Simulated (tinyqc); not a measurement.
Inside a calculation (part 2 of 2). Method: RHF in the sto-3g basis, for H2O, spin multiplicity 1. Computed by tinyqc, a small Python program that keeps every step (integrals from PySCF). Command: `OMP_NUM_THREADS=1 python tinyqc.py 28891 28892 out.jsonl` (the two numbers bound the seeds that draw the settings). One thread of a shared host (Intel(R) Xeon(R) Processor @ 2.60GHz), about 0.07 s of CPU time with the checks.

Geometry (angstrom):

| atom | x | y | z |
|---|---|---|---|
| O | 0.000000 | 0.000000 | 0.000000 |
| H | 0.000000 | 0.712000 | 0.622000 |
| H | 0.000000 | -0.712000 | 0.622000 |

## Iteration 9 (converged): orbitals

converged F (hartree):
```
             1O 1s      1O 2s     1O 2px     1O 2py     1O 2pz      2H 1s      3H 1s
1O 1s   -20.239917  -5.164464   0.000000   0.000000  -0.030224  -1.229477  -1.229477
1O 2s    -5.164464  -2.455456   0.000000   0.000000  -0.140806  -1.049024  -1.049024
1O 2px    0.000000   0.000000  -0.396735   0.000000   0.000000   0.000000   0.000000
1O 2py    0.000000   0.000000   0.000000  -0.321621   0.000000  -0.383077   0.383077
1O 2pz   -0.030224  -0.140806   0.000000   0.000000  -0.366885  -0.398216  -0.398216
2H 1s    -1.229477  -1.049024   0.000000  -0.383077  -0.398216  -0.602359  -0.440637
3H 1s    -1.229477  -1.049024   0.000000   0.383077  -0.398216  -0.440637  -0.602359
```

X:
```
                1          2          3         4          5          6         7
1O 1s   -0.299663   0.000000   0.759164  0.000000  -0.620106   0.000000  0.141921
1O 2s    1.194579   0.000000  -0.313635  0.000000  -0.316205   0.000000  0.406810
1O 2px   0.000000   0.000000   0.000000  1.000000   0.000000   0.000000  0.000000
1O 2py   0.000000   0.910490   0.000000  0.000000   0.000000   0.711455  0.000000
1O 2pz   0.589650   0.000000   0.646038  0.000000   0.629738   0.000000  0.201733
2H 1s   -0.750370  -0.896967  -0.147406  0.000000   0.119552   0.361091  0.374742
3H 1s   -0.750370   0.896967  -0.147406  0.000000   0.119552  -0.361091  0.374742
```

Diagonalise F' = X^T F X, C = X C', fill 5 alpha and 5 beta electrons from the bottom; D = 2 C_occ C_occ^T. Each column has its largest component positive (the first on a tie).

F' = X^T F X (hartree):
```
           1         2          3          4          5          6          7
1   0.246423  0.000000   1.517803   0.000000  -1.042568   0.000000   0.079840
2   0.000000  0.724556   0.000000   0.000000   0.000000   0.133456   0.000000
3   1.517803  0.000000  -9.110085   0.000000   9.007070   0.000000  -3.645391
4   0.000000  0.000000   0.000000  -0.396735   0.000000   0.000000   0.000000
5  -1.042568  0.000000   9.007070   0.000000  -9.746024   0.000000   3.934691
6   0.000000  0.133456   0.000000   0.000000   0.000000  -0.598616   0.000000
7   0.079840  0.000000  -3.645391   0.000000   3.934691   0.000000  -2.764731
```

orbital energies (hartree): MO1 -20.248760, MO2 -1.282788, MO3 -0.611942, MO4 -0.470518, MO5 -0.396735, MO6 0.627648, MO7 0.737882

coefficients C:
```
              MO1        MO2        MO3        MO4       MO5        MO6        MO7
1O 1s    0.994119  -0.231676   0.000000   0.108240  0.000000  -0.130913   0.000000
1O 2s    0.026715   0.827105   0.000000  -0.561578  0.000000   0.889201   0.000000
1O 2px   0.000000   0.000000   0.000000   0.000000  1.000000   0.000000   0.000000
1O 2py   0.000000   0.000000   0.617467   0.000000  0.000000   0.000000   0.976675
1O 2pz   0.004676   0.141225   0.000000   0.757845  0.000000   0.779758   0.000000
2H 1s   -0.006040   0.158527   0.448427   0.280452  0.000000  -0.797300  -0.856650
3H 1s   -0.006040   0.158527  -0.448427   0.280452  0.000000  -0.797300   0.856650
```

D after iteration 9:
```
            1O 1s      1O 2s    1O 2px     1O 2py     1O 2pz      2H 1s      3H 1s
1O 1s    2.107323  -0.451695  0.000000   0.000000   0.107918  -0.024752  -0.024752
1O 2s   -0.451695   2.000372  0.000000   0.000000  -0.617313  -0.053076  -0.053076
1O 2px   0.000000   0.000000  2.000000   0.000000   0.000000   0.000000   0.000000
1O 2py   0.000000   0.000000  0.000000   0.762532   0.000000   0.553778  -0.553778
1O 2pz   0.107918  -0.617313  0.000000   0.000000   1.188592   0.469797   0.469797
2H 1s   -0.024752  -0.053076  0.000000   0.553778   0.469797   0.609814  -0.194532
3H 1s   -0.024752  -0.053076  0.000000  -0.553778   0.469797  -0.194532   0.609814
```

## Convergence

Stop when the energy changes by less than 1e-08 hartree and every element of the error matrix X^T (F D S - S D F) X is below 3e-05.

Course of the cycle:

| iteration | E (hartree) | change | largest element of the error matrix |
|---|---|---|---|
| 1 | -75.53775403 | - | 1.49e+00 |
| 2 | -74.92524310 | 6.13e-01 | 2.68e-01 |
| 3 | -74.96020311 | -3.50e-02 | 3.33e-02 |
| 4 | -74.96066925 | -4.66e-04 | 4.86e-03 |
| 5 | -74.96068831 | -1.91e-05 | 1.34e-03 |
| 6 | -74.96068952 | -1.21e-06 | 3.15e-04 |
| 7 | -74.96068963 | -1.03e-07 | 1.02e-04 |
| 8 | -74.96068964 | -1.22e-08 | 3.70e-05 |
| 9 | -74.96068964 | -1.85e-09 | 1.42e-05 |

PySCF RHF in the same basis = -74.96068964 hartree

Converged in 9 iterations.

## Populations, bond orders and dipole

overlap S:
```
           1O 1s     1O 2s    1O 2px     1O 2py    1O 2pz     2H 1s      3H 1s
1O 1s   1.000000  0.236704  0.000000   0.000000  0.000000  0.055506   0.055506
1O 2s   0.236704  1.000000  0.000000   0.000000  0.000000  0.482565   0.482565
1O 2px  0.000000  0.000000  1.000000   0.000000  0.000000  0.000000   0.000000
1O 2py  0.000000  0.000000  0.000000   1.000000  0.000000  0.299368  -0.299368
1O 2pz  0.000000  0.000000  0.000000   0.000000  1.000000  0.261527   0.261527
2H 1s   0.055506  0.482565  0.000000   0.299368  0.261527  1.000000   0.285962
3H 1s   0.055506  0.482565  0.000000  -0.299368  0.261527  0.285962   1.000000
```

Mulliken: Z minus the diagonal of D S on the atom; Loewdin: the same with S^(1/2) D S^(1/2); Mayer order: 2 sum_s sum (D(s) S)_ij (D(s) S)_ji over the two atoms.

Charges (e):

| atom | Mulliken | Loewdin |
|---|---|---|
| 1O | -0.368307 | -0.253933 |
| 2H | 0.184153 | 0.126966 |
| 3H | 0.184153 | 0.126966 |

Mayer bond orders:

| pair | order |
|---|---|
| 2-1 | 0.957978 |
| 3-1 | 0.957978 |
| 3-2 | 0.008110 |

dipole moment about the origin, x y z (debye): 0.000000  0.000000  1.785660
